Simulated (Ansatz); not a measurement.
```yaml
atoms:
  - { symbol: C, position_ang: [-0.1266, -0.0391, 0.0023] }
  - { symbol: H, position_ang: [1.1025, 0.0917, -0.0868] }
  - { symbol: H, position_ang: [-0.5396, 0.9843, 0.1014] }
  - { symbol: H, position_ang: [-0.5222, -0.9216, -0.0553] }
```

UHF on doublet CH3 was run in several spherical basis sets with Ansatz (development build ahead of 0.2.0).

Question: Rank the basis sets by the total energy that they give, lowest first, with the distance from the lowest.
A. def2-SVP
B. 6-31G
C. cc-pVDZ
D. aug-cc-pVDZ
E. STO-3G

Answer: D (0.00 eV), C (0.06 eV), B (0.53 eV), A (0.91 eV), E (13.54 eV).

Totals follow the description of the cores as much as that of the bonds, so this order isn't one of quality for chemistry.
